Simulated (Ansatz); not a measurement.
BH4O− (SMILES [BH3-]O): the energy, rung by rung

The species is BH4O− (6 atoms), meant as a singlet with charge -1. SMILES: `[BH3-]O`. Geometry: relaxed at GFN2-xTB.

```xyz
6

B    -0.0747   -0.1737   -0.3164
O    -0.0135    1.0162    0.6040
H     1.0627   -0.6505   -0.4997
H    -0.5423    0.1952   -1.3793
H    -0.7890   -1.0725    0.1690
H     0.3568    0.6853    1.4224
```

Quantity: the energy change with the B1–H3 bond stretched from 1.247 to 3.117 Å, in eV. The values are calculated.

```
                        level                    kind  program  value (eV)  less FCI/STO-3G
   revPBE/STO-3G (restricted)                     GGA   Ansatz        5.06            -0.72
   r2SCAN/STO-3G (restricted)                meta-GGA   Ansatz        5.58            -0.20
    BHLYP/STO-3G (restricted)           global hybrid   Ansatz        6.72            +0.94
CAM-B3LYP/STO-3G (restricted)  range-separated hybrid   Ansatz        6.36            +0.58
   B2PLYP/STO-3G (restricted)           double hybrid   Ansatz        5.93            +0.15
  RPA@PBE/STO-3G (restricted)                     RPA   Ansatz        5.06            -0.72
      MP2/STO-3G (restricted)     perturbation theory   Ansatz        6.63            +0.85
 CCSDT(Q)/STO-3G (restricted)   coupled cluster or CI   Ansatz        5.80            +0.02
                   FCI/STO-3G      exact in the basis   Ansatz        5.78             0.00
```

FCI/STO-3G is exact within its basis and frozen core, so for wave-function methods in that basis the difference is their error; functionals converge differently with the basis, so for them it is only a difference. Sets without diffuse functions describe the anion poorly. The first shape isn't each level's own minimum. The values span 5.06 to 6.72 eV. All rows use very small basis sets, so even the best lies far from the true value.
